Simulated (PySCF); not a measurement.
Compound: C₄H₉N.
SMILES: `N(=C/CC)/C`

Method used: TDDFT CAM-B3LYP/def2-SVPD, vertical, gas phase, core orbitals frozen in the response in PySCF. One conformer (not necessarily the lowest) at the GFN2-xTB geometry, without solvent, vibrations or thermal averaging. Torsions of this conformer, `[CH3:1][CH2:2]/[CH:3]=[N:4]\[CH3:5]`: C1–C2–C3–N4 180°.

```
state  E (eV)  E (hartree)       f  main configurations (H = HOMO, L = LUMO)
   S1    4.83       0.1775  0.0011                                 H→L (97%)
   S2    6.69       0.2460   0.016                  H→L+1 (80%), H→L+2 (11%)
   S3    7.52       0.2765  0.0045                  H→L+2 (45%), H→L+3 (44%)
   S4    7.64       0.2809   0.063     H→L+3 (35%), H→L+2 (26%), H-1→L (16%)
   S5    7.75       0.2846   0.210                   H-1→L (77%), H→L+2 (8%)
   S6    7.96       0.2924  0.0080               H-1→L+1 (85%), H-1→L+2 (8%)
   S7    8.31       0.3053  0.0057                               H→L+5 (92%)
   S8    8.44       0.3102   0.030                               H→L+4 (75%)
```

Triplets (Tamm–Dancoff): T1 4.06 eV, H→L (95%); T2 4.82 eV, H-1→L (90%); T3 6.58 eV, H→L+1 (76%), H→L+2 (13%).

The lowest singlet comes at 257 nm (466 kJ/mol) in the ultraviolet; it is very weak; its leading configuration is HOMO→LUMO (97%). The most intense listed level is S5 at 7.75 eV (160 nm, f = 0.210), 2.92 eV above S1. Löwdin shares by element: HOMO nitrogen 57%, carbon 30% or more; LUMO carbon 42% or more, nitrogen 32%, hydrogen 7% or more (atoms not listed hold the other 20%). The oscillator strengths of these states sum to 0.339; summed over the whole spectrum of an exact calculation they would give the number of electrons, 40 (Thomas–Reiche–Kuhn). Orbital energies (eV): HOMO-3 -11.71, HOMO-2 -11.68, HOMO-1 -9.59, HOMO -8.22, LUMO 1.13, LUMO+1 1.31, LUMO+2 1.84. The listed states span 3.61 eV, and the widest gap between neighbours is 1.86 eV (S1 to S2). No computed singlet lies in the visible range (380 to 750 nm); the lowest, at 257 nm, stands 1.57 eV above its violet end (3.26 eV). Only the lowest 8 singlets were computed, as vertical energies without vibronic structure.
